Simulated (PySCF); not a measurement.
C2H7PS: core ionisation energies

Compound: C2H7PS.
SMILES with atom numbers: `[CH3:1][PH:2]([CH3:3])=[S:4]`

Structure used (PBE0-D3(BJ)/def2-SVP), in Å, numbered top down from 1:
```
atom  x, y, z in Å
C1    -1.3823    0.3598    0.3926
P2     0.3379    0.6666   -0.1219
C3     1.0684   -0.9895   -0.3214
S4     1.3429    1.8869    1.0069
H5    -1.8986   -0.3123   -0.3093
H6    -1.9047    1.3249    0.4453
H7    -1.3670   -0.0837    1.3988
H8     0.1636    1.0720   -1.4794
H9     2.0868   -0.8754   -0.7175
H10    1.1304   -1.4592    0.6709
H11    0.4694   -1.6166   -0.9992
```

Computed, not measured: delta-SCF UKS SCAN, pcX-2 on the ionised atom, pcseg-1 elsewhere, spin-free X2C (PySCF 2.14.0). Vertical ΔSCF values, vacuum level as zero.

**Question.** Give the core binding energies atom by atom.

**Answer.** 
```
atom(s)                        environment    level  binding energy (eV)  2p1/2 (eV)  count
  C1/C3     sp3 carbon bound to phosphorus     C 1s               291.13           –      2
     P2  phosphorus bonded to 2 C, S and H  P 2p3/2               138.09      138.98      1
     P2  phosphorus bonded to 2 C, S and H     P 1s              2151.94           –      1
     S4                 sulfur bonded to P     S 1s              2475.28           –      1
```

**Question.** Which photon energy gives electrons from S 1s of S4 a kinetic energy of 200 eV, and what is their de Broglie wavelength?

**Answer.** hν = 2475.28 + 200 = 2675.28 eV, recoil neglected; λ = 12.264 Å/√(E/eV) = 0.87 Å.

**Question.** Give the binding energy of S 1s of S4 in hartree and in kJ/mol.

**Answer.** 2475.28 eV = 90.9649 Eh = 238828 kJ/mol.

Atoms equivalent by their bonding share one computed value, that of the first of them. Not every level is listed. The 2p values aren't plain energy differences: one relaxed spin-free 2p hole is combined with a matrix within the shell (ground-state 2p orbital-energy differences and spin–orbit coupling). 2p3/2, the mean of its two sublevels, lies a third of the splitting below the shell's mean and 2p1/2 two thirds above it; the statistical areas are 2:1. 2p1/2 minus 2p3/2 (ligand field included): P 0.89 eV. Isolated species at its PBE0-D3(BJ)/def2-SVP geometry, gas phase.
